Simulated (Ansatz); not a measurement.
# NaBH2 (quintet): the correlation ladder, def2-QZVPP

An exercise on one series of results from a longer session: the logs are not shown, and one member is left open.

Computed with Ansatz 0.2.0, Gaussian basis. Level: def2-QZVPP, core rule «outside noble gas», up to 6 orbitals frozen.

The runs, in order: UHF; ROHF; CCSD(T) on UHF.

2 further runs of the same task are left out: 2 set aside as unsound or not needed.

**The system**

The geometry is a PBE0/def2-TZVP stationary point (not a proven minimum) of the parent state, kept for this charge and spin.

4 atoms, charge 0, spin multiplicity 5.

Atoms are counted from 1 here; the program's logs count them from 0.

Bond lengths: B1–Na2 2.459 Å, B1–H3 1.203 Å, B1–H4 1.203 Å. Angles: Na2–B1–H3 86.9°, Na2–B1–H4 86.9°, H3–B1–H4 129.3°.

As a file:

```xyz
4
BH2Na
B    -0.1216    0.0000    1.5775
Na    0.0228    0.0000   -0.8771
H     0.3923   -1.0875    1.5432
H     0.3923    1.0875    1.5432
```

Set-up of the first run:

Contents of in.yaml:

```yaml
crystal:
  periodic: [false, false, false]
  atoms:
    - {symbol: B, position_ang: [-0.121622, 0.000000, 1.577484]}
    - {symbol: Na, position_ang: [0.022796, 0.000000, -0.877130]}
    - {symbol: H, position_ang: [0.392274, -1.087525, 1.543168]}
    - {symbol: H, position_ang: [0.392275, 1.087524, 1.543168]}
basis:
  gaussian: {orbitals: "def2-QZVPP.json"}
magnetization: {spin_polarized: true, initial_magnetization: 4}
hamiltonian: {xc: hf}
output: {orbitals: {seedname: orbitals}}
```

Run with:

```
$ ansatz run in.yaml --threads 1 --pin off --events-out ev --progress --plain --max-ram 2393MiB
```

Among the steps run: UHF; ROHF; CCSD(T) on UHF.

One of the session's tables, all rows but one given; the rest of the session is left out.

| method | from UCCSD(T) (kJ/mol) |
| --- | --- |
| ROHF | +286.8 |
| UHF | ? |
| UMP2 | +59.3 |
| UCCSD | +10.5 |
| UCCSD(T) | 0 |

**Question.** Estimate the row for UHF.

**Answer.** from UCCSD(T) (kJ/mol): +280.3. In the column «from UCCSD(T) (kJ/mol)» it lies between UMP2 (+59.3) and ROHF (+286.8).
